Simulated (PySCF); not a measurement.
Hexatriene, C6H8.
Structure used (PBE0-D3(BJ)/def2-SVP), in Å, numbered top down from 1:
```xyz
14
C6H8 angstrom
C      3.0674    0.0799   -0.3639
C      1.8703    0.0580    0.2432
C      0.6015    0.0110   -0.4509
C     -0.6015   -0.0110    0.1644
C     -1.8703   -0.0580   -0.5296
C     -3.0674   -0.0799    0.0775
H      3.1495    0.0627   -1.4552
H      3.9982    0.1152    0.2066
H      1.8260    0.0762    1.3390
H      0.6354   -0.0076   -1.5474
H     -0.6354    0.0076    1.2610
H     -1.8260   -0.0762   -1.6254
H     -3.1495   -0.0627    1.1688
H     -3.9982   -0.1152   -0.4930
```

The closed-shell ground state was solved at several levels (PySCF, density fitting, gas phase, non-relativistic). The dipole stays under 0.02 D at every level.

| level | basis functions | total energy (Eh) | HOMO (eV) | LUMO (eV) | gap (eV) |
| --- | --- | --- | --- | --- | --- |
| B3LYP/def2-SVPD | 184 | -233.2459 | -6.08 | -1.66 | 4.42 |
| PBE0/def2-SVPD | 184 | -232.9468 | -6.27 | -1.49 | 4.78 |
| BHandHLYP/def2-SVPD | 184 | -233.0830 | -6.99 | -0.46 | 6.53 |
| PBE/def2-SVPD | 184 | -232.9199 | -5.40 | -2.34 | 3.06 |
| PBE0/6-31+G* | 124 | -233.1060 | -6.19 | -1.43 | 4.76 |
| PBE0/pcSseg-1 | 142 | -233.0748 | -6.26 | -1.46 | 4.80 |
| PBE0/def2-TZVPD | 294 | -233.1865 | -6.25 | -1.49 | 4.76 |
| KT3/pcSseg-2 | 328 | -237.3476 | -5.36 | -2.28 | 3.08 |

Q: What might PBE0/aug-cc-pVDZ (210 basis functions) give for the same quantities?

A: Total energy -233.1296 Eh, HOMO -6.24 eV, LUMO -1.49 eV, gap 4.75 eV.

Q: Over all these levels, which gives the widest orbital gap and which the narrowest?

A: BHandHLYP/def2-SVPD (global hybrid, 50 % exact exchange) has the widest, 6.53 eV, and PBE/def2-SVPD (GGA) the narrowest, 3.06 eV. The two share the basis. From the narrowest to the widest the HOMO moves by -1.59 eV and the LUMO by +1.88 eV.

Q: How much does the basis alone move the frontier levels among the 5 PBE0 rows (the withheld one included)?

A: The HOMO by 0.08 eV and the LUMO by 0.06 eV. By rising basis size (HOMO, LUMO in eV): 6-31+G* -6.19, -1.43; pcSseg-1 -6.26, -1.46; def2-SVPD -6.27, -1.49; aug-cc-pVDZ -6.24, -1.49; def2-TZVPD -6.25, -1.49.

Q: In the def2-SVPD basis, how does the gap go with the fixed share of exact exchange?

A: PBE (0 %) 3.06 eV; B3LYP (20 %) 4.42 eV; PBE0 (25 %) 4.78 eV; BHandHLYP (50 %) 6.53 eV. Each rise in the share widens the gap here.

One conformer stands for the species.
